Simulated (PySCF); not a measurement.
# C4H9Cl (Propane, 2-chloro-2-methyl-): the cost of one run

Programs: PySCF 2.14.0, with density-fitted response routines of our own. Each step states its level of theory. These are calculated values for one molecule, in the gas phase or a continuum, unless marked as measured. Atoms are numbered from 0 throughout.

**1. The molecule as given**

14 atoms, charge 0, multiplicity 1; geometry from: GFN2-xTB. The atoms were then displaced at random by about 0.01 Å, so the start is not that level's minimum.

Bonds of the start (Å): C0–C1 1.52, C1–C2 1.53, C1–C3 1.56, C1–Cl4 1.80, C0–H5 1.10, C0–H6 1.10, C0–H7 1.05, C2–H8 1.08, C2–H9 1.07, C2–H10 1.10, C3–H11 1.08, C3–H12 1.06, C3–H13 1.06.

**2. Relaxing the molecule at PBE0-D3(BJ)/def2-TZVP**

What the job is given:

```
{"job": {"xc": "PBE0", "basis": "def2-TZVP", "d3": "d3bj", "grid": 2, "shake": 0.01, "kind": "geom"}, "charge": 0, "multiplicity": 1}
C     -0.959200    -1.103290    -0.053580
C      0.015620    -0.004210     0.329720
C     -0.473450     1.379450    -0.103300
C      1.443100    -0.302800    -0.214260
Cl     0.133580    -0.002610     2.129810
H     -1.080960    -1.105940    -1.143550
H     -1.945790    -0.870630     0.374130
H     -0.633730    -2.047010     0.287590
H     -1.432290     1.603780     0.349310
H     -0.528980     1.422280    -1.169600
H      0.235960     2.142780     0.247430
H      1.390290    -0.309530    -1.292190
H      1.722580    -1.267600     0.126040
H      2.106130     0.450260     0.124700
```

On the command line:

```sh
OMP_NUM_THREADS=2 python probes_run.py task.json out
```

One launch serves the whole session: the jobs run in the order shown.

Q: Estimate the wall time and peak memory of this first job on 2 threads of Intel Xeon at 2.50GHz, shared host.

About 2.7 min, with a peak of 1.2 GiB.
